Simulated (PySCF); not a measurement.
Species: C₃H₄ClN.
Cartesian coordinates in Å at the PBE0-D3(BJ)/def2-SVP level; atoms count from 1:
```
atom  x, y, z in Å
C1     1.223    0.537    0.215
C2     0.152    0.292   -0.546
Cl3    0.049    0.897   -2.169
C4    -1.004   -0.499   -0.076
N5    -2.060   -0.785   -0.712
H6     2.069    1.124   -0.148
H7     1.257    0.141    1.233
H8    -0.893   -0.864    0.959
H9    -2.016   -0.375   -1.654
```

Lines to be assigned: C 1s: 291.00 (area 1), 292.45 (area 1), 292.72 (area 1) eV; N 1s: 404.68 eV; Cl 1s: 2829.37 eV; Cl 2p3/2: 206.75 eV.

Method used: delta-SCF UKS SCAN, pcX-2 on the ionised atom, pcseg-1 elsewhere, spin-free X2C in PySCF 2.14.0. Isolated species at its PBE0-D3(BJ)/def2-SVP geometry (one conformer only).

(1) Assign the C 1s lines to atoms.

Answers

(1) 291.00 eV: C1 (terminal =CH2 carbon); 292.45 eV: C4 (imine carbon); 292.72 eV: C2 (vinylic C–Cl carbon). The listed C 1s values span 1.72 eV, from C1 (bonded to C (double bond) and 2 H) to C2 (bonded to Cl, C (double bond) and C).

Bonded neighbours of each site: C1: C (double bond) and 2 H; C2: Cl, C (double bond) and C; Cl3: C; C4: N (double bond), C and H; N5: C (double bond) and H.

What is the C 1s shift of C1 against C4?

291.00 − 292.45 = -1.45 eV, or -140 kJ/mol.

Spin contamination (⟨S²⟩ against 0.75 for a pure doublet) is marked for C 1s of C2 (0.88) and C 1s of C4 (0.93), which makes these values less certain. Spin–orbit coupling isn't in the SCF: each 2p doublet comes from a relaxed spin-free hole plus a matrix of the shell (mean-field spin–orbit coupling and the ground-state 2p splitting), with 2p3/2 averaged over its two sublevels. 2p1/2 minus 2p3/2 (ligand field included): Cl 1.65 eV.
